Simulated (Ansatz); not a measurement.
Input for Ansatz (development build ahead of 0.2.0):

```yaml
crystal:
  periodic: [false, false, false]
  atoms:
    - { symbol: "N", position_ang: [-0.00664, 0.00722, -0.13278] }
    - { symbol: H, position_ang: [0.00607, 0.00782, 0.91452] }
basis:
  gaussian: { orbitals: STO-3G }
magnetization:
  spin_polarized: true
  initial_magnetization: 2
hamiltonian:
  xc: hf
correlation:
  method: mp2
  frozen_orbitals: { H: 0, "N": 1 }
```

The input is written out in the form of the current development build from the run's settings.

The run gave:

```yaml
Converged: yes
Reference_energy: -54.26273 hartree
Correlation_energy: -0.01430 hartree
Total_energy: -54.27702 hartree
Spin_squared_of_the_determinant: 2.012
```
